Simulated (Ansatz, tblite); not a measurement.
Cost and result up the ladder for the cluster Li₂N (3 atoms). The state is a doublet with charge 0. Geometry: PBE0-D4/def2-TZVP.

```tsv
atom	x (Å)	y (Å)	z (Å)
Li1	0.063	-1.312	1.155
Li2	-0.067	1.313	-1.154
N3	0.004	0.000	-0.001
```

Ansatz on 4 threads of Arm Neoverse V2 on a shared host; xTB runs through tblite on one thread. Times are rough, summed over both states, and most runs start from the orbitals of an earlier one. No level here is sound enough to serve as a yardstick. The other state is a triplet.

The xTB rows come from tblite. The structure comes from a short search, and lower isomers may exist.

Raw xTB energies of ions are shifted by several eV, and xTB has no spin-polarisation term.

```
              level  functions  wall time  vertical IE (eV)
           GFN2-xTB         12    0.002 s             11.26
           GFN1-xTB         12    0.003 s             12.68
   PBE-D4/def2-TZVP         59      1.5 s              5.26
r2SCAN-D4/def2-TZVP         59      6.4 s              4.95
```
